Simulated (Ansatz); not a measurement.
## CH3FO, SMILES OCF: vertical and adiabatic energies of changing the electron count, step by step

Program: Ansatz 0.2.0, Python API.

At the Python prompt:
```pycon
>>> import ansatz as az
>>> from ase import Atoms
>>> import numpy as np
>>> atoms = Atoms(['O', 'C', 'F', 'H', 'H', 'H'], positions=[
...     (-0.531, -0.8601, -0.4915),
...     (0.3116, 0.0063, 0.2021),
...     (-0.222, 1.2624, 0.0859),
...     (-1.1787, -0.1781, -0.824),
...     (1.3083, -0.029, -0.2721),
...     (0.3539, -0.2655, 1.2535),
... ])
>>> mol = az.Crystal.molecule_from_ase(atoms)
>>> base = mol.calculation().basis(gaussian='def2-SVP').functional('cam_b3lyp')
>>> symbols = [site.symbol for site in mol.cartesian_sites]
>>> start = np.array([site.position_ang for site in mol.cartesian_sites], dtype=float)
>>> r = base.relax(force_tolerance=0.01, max_steps=100).run().report
>>> end = np.array(r['positions_ang'])
>>> minimum = az.Crystal.molecule()
>>> for symbol, place in zip(symbols, end):
...     minimum = minimum.atom(symbol, place.tolist())
...
>>> ion = (
...     minimum.calculation()
...     .basis(gaussian='def2-SVP')
...     .functional('cam_b3lyp')
...     .charge(1)
...     .spin('collinear', total=1)
... )
>>> vertical = ion.run().report
>>> settled = ion.relax(force_tolerance=0.01, max_steps=80).run().report
>>> print(f'vertical ionisation energy   {vertical["free_energy_ev"] - r["free_energy_ev"]:.3f} eV')
vertical ionisation energy   11.898 eV
>>> print(f'adiabatic, no zero point     {settled["free_energy_ev"] - r["free_energy_ev"]:.3f} eV')
adiabatic, no zero point     10.981 eV
>>> print(f'relaxation energy of the ion {vertical["free_energy_ev"] - settled["free_energy_ev"]:.3f} eV')
relaxation energy of the ion 0.918 eV
>>> ionised = np.array(settled['positions_ang'])
>>> print('final positions (A) and the move of each atom')
final positions (A) and the move of each atom
>>> for symbol, xyz, old in zip(symbols, ionised, end):
...     print(f'{symbol:2s} {xyz[0]:10.5f} {xyz[1]:10.5f} {xyz[2]:10.5f}   {np.linalg.norm(xyz - old):7.4f}')
...
O    -0.51876   -0.76024   -0.48659    0.3649
C     0.24281    0.09552    0.16593    0.0766
F    -0.12048    1.33976    0.15090    0.1673
H    -1.31057   -0.36554   -0.93479    0.4527
H     1.33407   -0.06102   -0.17210    0.3079
H     0.41503   -0.31249    1.23054    0.0632
```

The energies are electronic: no zero-point or thermal terms, and the basis set is short of its limit. The product may relax into another structure. Each relaxation finds its nearest minimum, which needn't be the lowest. Hardware and time: 39 s on 1 thread of Arm Neoverse V2, with other jobs on the host, peak memory 0.22 GiB.
